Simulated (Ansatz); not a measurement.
A nudged elastic band was laid between two geometries of CH$_{4}$NS (7 atoms, charge -1, multiplicity 1).

Computed with Ansatz, RKS r2SCAN-D4/def2-SVPD.

```json
{"movable images": "5", "climbing image": "yes", "spring": "5.0 eV/Å²", "optimiser": "quadratic models (default)", "start path": "through a guess of the saddle point", "force threshold": "0.05 eV/Å", "iteration limit": "60", "end points": "relaxed"}
```

First end point:

```xyz
7
Properties=species:S:1:pos:R:3
N -0.595 0.563 -0.573
C 0.456 0.037 0.321
S 0.352 -1.752 0.698
H -0.566 -0.034 -1.404
H -1.480 0.286 -0.141
H 0.408 0.628 1.252
H 1.425 0.272 -0.154
```

Last end point:

```xyz
7
Properties=species:S:1:pos:R:3
N -0.595 0.562 -0.573
C 0.456 0.036 0.321
S 0.352 -1.751 0.699
H -1.480 0.288 -0.141
H -0.568 -0.035 -1.403
H 0.408 0.629 1.252
H 1.426 0.271 -0.154
```

Problem. What changes between the two ends?

Solution. No bond is made or broken. The height of N1 over the plane of its neighbours goes from 0.47 to -0.47 Å. The two ends are copies of one structure, up to a mirror image or an exchange of like atoms.

Problem. What energy profile does the band end with?

Solution. The forces met the threshold. The highest image is number 3 of 0 to 6, 0.41 eV above the ends, which have the same energy within 2 meV. A vibrational analysis at the climbing image gives one clearly imaginary mode, 706i cm⁻¹: a first-order saddle point. Another band between the same ends, with other settings, climbed to 0.23 eV only, so this may not be the lowest route. Limits of this set-up: the dipole of an ion depends on the origin.

| image | path coordinate (Å) | energy (eV) | height of N1 over the plane of its neighbours (Å) |
| --- | --- | --- | --- |
| 0 | 0.00 | 0.00 | 0.47 |
| 1 | 0.63 | 0.08 | 0.45 |
| 2 | 1.27 | 0.17 | 0.42 |
| 3 | 1.90 | 0.41 | 0.00 |
| 4 | 2.51 | 0.17 | -0.41 |
| 5 | 3.11 | 0.07 | -0.45 |
| 6 | 3.72 | 0.00 | -0.47 |

Problem. What is the geometry of the highest image?

Solution. 
```xyz
7
Properties=species:S:1:pos:R:3
N -0.639 0.191 -0.597
C 0.454 0.023 0.344
S 0.399 -1.626 1.123
H -0.797 1.049 -1.104
H -1.256 -0.595 -0.729
H 0.405 0.806 1.131
H 1.433 0.152 -0.168
```

The band took 26 iterations and of the order of 9 core-minutes.

The run took 4.5 min on 2 threads of Intel(R) Xeon(R) Platinum 8259CL CPU @ 2.50GHz (Skylake/Cascade Lake), with other jobs on the host, peak memory 0.2 GiB.
